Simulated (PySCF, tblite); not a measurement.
# CH₈N₂, a complex of two parts: NMR shifts, interaction energy, spin-spin couplings and core binding energies

Wanted: the NMR shifts, interaction energy, spin-spin couplings and core binding energies for `N` with `CN`.

Computed with tblite 0.8.0 and PySCF 2.14.0; each step states its level. No surroundings beyond the atoms listed, unless a continuum is named. Atoms count from 0, parts from 1.

## (1) The system as given

11 atoms, charge 0, multiplicity 1; geometry: rigid parts in contact. Parts: 1 = atoms 0–3, `N`, charge 0; 2 = atoms 4–10, `CN`, charge 0.

## (2) Search for minima with GFN2-xTB

What the job is given:

```
{"job": {"kind": "dock", "xc": "GFN2-xTB", "basis": "xTB"}, "charge": 0, "multiplicity": 1, "parts": [{"atoms": "0-3", "charge": 0, "multiplicity": 1}, {"atoms": "4-10", "charge": 0, "multiplicity": 1}]}
N     -0.000539     0.002230     0.275133
H     -0.506620    -0.797055    -0.086516
H     -0.436020     0.836261    -0.099227
H      0.943178    -0.041436    -0.089390
C     -0.434780     0.882361     3.883387
N      0.788782     0.691926     3.124360
H     -1.217495     1.214040     3.202010
H     -0.266980     1.665961     4.621294
H     -0.789551    -0.016804     4.407727
H      0.657876    -0.032563     2.425999
H      1.539483     0.393847     3.738654
```

Method: GFN2-xTB search for minima from random contacts, gas phase.

Run with:

```bash
OMP_NUM_THREADS=1 python cluster_run.py task.json out
```

The driver reads the jobs from task.json and runs them one after another.

**Question.** The jobs that follow are: PBE0-D3(BJ)/def2-TZVPD geometry optimisation, gas phase; GIAO PBE0/pcSseg-2 NMR shielding, non-relativistic, gas phase; CCSD(T)/aug-cc-pVDZ and MP2/aug-cc-pVTZ, aug-cc-pVQZ counterpoise interaction energy, frozen core, gas phase; wB97M-D3(BJ)/def2-TZVPD interaction energy, counterpoise and uncorrected, gas phase; PBE0-D3(BJ)/def2-TZVPD interaction energy, counterpoise and uncorrected, gas phase; B3LYP/pcJ-1 indirect spin-spin coupling, non-relativistic, gas phase; delta-SCF UKS SCAN, pcX-2 on the ionised atom, pcseg-1 elsewhere, spin-free X2C. Predict: binding energy (GFN2-xTB); point group; rotational constants (main isotopes); shieldings of C, H (PBE0/pcSseg-2); largest proton shift on binding; interaction energy, CCSD(T) limit estimate; MP2/aug-cc-pVQZ; T1 diagnostic; interaction energy, counterpoise (wB97M-D3(BJ)/def2-TZVPD); superposition error; binding energy (with deformation); largest coupling of the table (B3LYP/pcJ-1); N1s binding energies, SCAN/pcX-2; C1s binding energies, SCAN/pcX-2.

The runs gave:

```
                                                   quantity                                                                                 value
                                  binding energy (GFN2-xTB)                                                                        -2.83 kcal/mol
                                                point group                                                                                    C1
                       rotational constants (main isotopes)                                                                 25.42, 3.30, 3.05 GHz
                         shieldings of C, H (PBE0/pcSseg-2)  C4 153.7, H9 28.3, H8 28.8, H7 29.1, H6 29.2, H2 31.3, H1 31.3, H3 31.4 ppm and more
                            largest proton shift on binding                                                                         H9, +3.06 ppm
                 interaction energy, CCSD(T) limit estimate                                                                        -3.14 kcal/mol
                                            MP2/aug-cc-pVQZ                                                                        -3.12 kcal/mol
                                              T1 diagnostic                                                                                0.0096
 interaction energy, counterpoise (wB97M-D3(BJ)/def2-TZVPD)                                                                        -3.19 kcal/mol
                                        superposition error                                                                         0.23 kcal/mol
                          binding energy (with deformation)                                                                        -3.13 kcal/mol
                largest coupling of the table (B3LYP/pcJ-1)                                                               ¹J(C,H) C4–H6, 137.5 Hz
                           N1s binding energies, SCAN/pcX-2                                                               N0 405.77, N5 404.08 eV
                           C1s binding energies, SCAN/pcX-2                                                                          C4 290.94 eV
range of the interaction energy over the runs of this table                                                               -3.54 to -3.19 kcal/mol
```

**Reading.** In the structure that the search hands on, at its xTB geometry, the leading contact, judged by the atoms' radii, is H9···N0 (hydrogen bond, 2.08 Å). A later relaxation moves these distances. Over 3 steps the energy fell by 0.091 eV; of the close pairs, N0–H2 changed most, 1.057 to 1.013 Å. No frequency check was run at this level, so the end point may be a saddle. At PBE0/pcSseg-2: Shielding is most anisotropic at N5 (span 65 ppm, paramagnetic term -78 ppm). On binding (GIAO PBE0/pcSseg-2 NMR shielding, non-relativistic, gas phase), H9 moves most among the protons, 3.06 ppm downfield. The estimate adds CCSD(T) less MP2 in the small basis (+0.05 kcal/mol) to extrapolated MP2. Hartree-Fock gives -1.28 against -3.14 kcal/mol, so correlation carries most of the binding. The attractive terms split as electrostatic 66 %, orbital 24 %, dispersion 10 %, against 5.09 kcal/mol of Pauli repulsion. Of the pairs tabulated at B3LYP/pcJ-1, C4–H6 couples most strongly (137.5 Hz; Fermi contact 135.9 Hz). N0 (nitrogen bonded to 3 H) binds its N1s electron 1.69 eV more tightly than N5 (nitrogen bonded to C, 2 H). Binding moves the N1s level of N5 by -1.02 eV. The interaction energy runs from -3.54 (PBE0-D3(BJ)/def2-TZVPD) to -3.19 kcal/mol (wB97M-D3(BJ)/def2-TZVPD).
